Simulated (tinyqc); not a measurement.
Coupled-perturbed Hartree-Fock on RHF in the sto-3g basis, for HF, spin multiplicity 1, step by step. One step of it, computed by the program tinyqc.

Problem. Response to a field: uncoupled start. Field along z; U_ai = -mu_ai / (e_a - e_i), alpha = -4 sum U_ai mu_ai.

orbital energies (hartree): MO1 -25.911858, MO2 -1.438932, MO3 -0.545234, MO4 -0.462031, MO5 -0.462031, MO6 0.504791

dipole integrals <a|z|i> (bohr):
```
           i1        i2        i3        i4        i5
a6  -0.043991  0.030650  1.029858  0.000000  0.000000
```

Give: uncoupled U; uncoupled polarisability.

Solution.

uncoupled U:
```
        i1       i2       i3      i4      i5
a6  0.0017  -0.0158  -0.9808  0.0000  0.0000
```

uncoupled polarisability = 4.0425 bohr^3
